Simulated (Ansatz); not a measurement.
Ansatz (a program for electronic structure) input (CCSD(T)/aug-cc-pVDZ):

Ansatz 0.2 input:
```yaml
crystal:
  periodic: [false, false, false]
  atoms:
    - {symbol: N, position_ang: [-1.05997366, 0.17565434, 0.10860037]}
    - {symbol: C, position_ang: [0.21644186, 0.32696809, -0.03998556]}
    - {symbol: O, position_ang: [1.07605746, -0.59592755, -0.08974990]}
    - {symbol: H, position_ang: [-1.48450763, -0.74284263, 0.20063411]}
    - {symbol: H, position_ang: [-1.66614008, 0.98767825, 0.13577794]}
    - {symbol: H, position_ang: [0.66335248, 1.33119586, -0.13870204]}
basis:
  gaussian:
    orbitals: aug-cc-pVDZ
total_charge: 1
magnetization: {spin_polarized: true, initial_magnetization: 1}
correlation: {method: ccsd_t, electrons: outside_noble_gas}
output: {forces: true}
```

Output:

```
Functional definition: HF
integrals: 0.19 GiB planned
938 factors; integrals over basis functions are off by at most 5.4e-4 eV
mean field: 0.23 GiB planned
mean field evaluation 1: about -4583.1004 eV, gradient 3.3e1 eV
mean field evaluation 2: about -4583.1015 eV, gradient 3.3e1 eV
mean field evaluation 4: about -4588.8136 eV, gradient 4.6e0 eV
mean field evaluation 8: about -4589.2314 eV, gradient 3.8e-1 eV
mean field evaluation 16: about -4587.2300 eV, gradient 2.0e1 eV
mean field evaluation 32: about -4588.5818 eV, gradient 2.3e-6 eV
mean field evaluation 64: about -4588.5818 eV, gradient 2.5e-5 eV
mean field evaluation 96: about -4588.5818 eV, gradient 1.5e-3 eV
mean field evaluation 128: about -4587.0110 eV, gradient 7.5e0 eV
mean field -4589.23749072 eV, -168.6513670870 hartree, gradient 4.4e-6 eV, S^2 0.761977; 7 other end points of the search recorded, 0 dependent functions left out
determinant -4589.23749072 eV, -168.6513670870 hartree, with singles and doubles -4602.14521431 eV, -169.1257171798 hartree
determinant -4588.58179010 eV, -168.6272705337 hartree, with singles and doubles -4601.45467835 eV, -169.1003404512 hartree
3 core orbitals not correlated
reference -4589.23749072 eV, -168.6513670870 hartree; 9, 8 occupied and 84, 85 virtual orbitals, 938 factors
densities: 1.15 GiB planned
second order -12.03870513 eV of doubles, -0.00000000 eV of singles
coupled cluster: 0.75 GiB planned
cycle   1  -12.87931032 eV  change   -4.5e-1 eV  update   2.3e-2
cycle   2  -12.90404306 eV  change   -2.5e-2 eV  update   5.9e-3
cycle   3  -12.90699216 eV  change   -2.9e-3 eV  update   2.8e-3
cycle   4  -12.90857921 eV  change   -1.6e-3 eV  update   1.2e-3
cycle   5  -12.90951826 eV  change   -9.4e-4 eV  update   6.5e-4
cycle   6  -12.91020561 eV  change   -6.9e-4 eV  update   3.5e-4
cycle   7  -12.91033463 eV  change   -1.3e-4 eV  update   1.7e-4
cycle   8  -12.91036979 eV  change   -3.5e-5 eV  update   8.2e-5
cycle   9  -12.91033341 eV  change    3.6e-5 eV  update   4.4e-5
cycle  10  -12.91031018 eV  change    2.3e-5 eV  update   2.1e-5
cycle  11  -12.91030634 eV  change    3.8e-6 eV  update   9.1e-6
cycle  12  -12.91030323 eV  change    3.1e-6 eV  update   3.6e-6
cycle  13  -12.91030337 eV  change   -1.4e-7 eV  update   1.4e-6
cycle  14  -12.91030351 eV  change   -1.5e-7 eV  update   5.1e-7
cycle  15  -12.91030357 eV  change   -6.0e-8 eV  update   2.2e-7
perturbative correction -0.43356338 eV, -0.0159331604 hartree
the calculation of the forces begins
Total energy: -4602.58135767 eV, -169.1417451528 hartree
Atom 0 at    -1.059974     0.175654     0.108600 Å, force    -0.851214    -0.169239     0.102443 eV/Å
Atom 1 at     0.216442     0.326968    -0.039986 Å, force     0.099037     0.938706    -0.057029 eV/Å
Atom 2 at     1.076057    -0.595928    -0.089750 Å, force     0.874457    -1.008130    -0.047222 eV/Å
Atom 3 at    -1.484508    -0.742843     0.200634 Å, force    -0.098166    -0.255201     0.023383 eV/Å
Atom 4 at    -1.666140     0.987678     0.135778 Å, force    -0.124318     0.239939     0.001971 eV/Å
Atom 5 at     0.663352     1.331196    -0.138702 Å, force     0.100203     0.253925    -0.023545 eV/Å
Dipole moment:    -0.499704     0.372102     0.036998 e Å
```
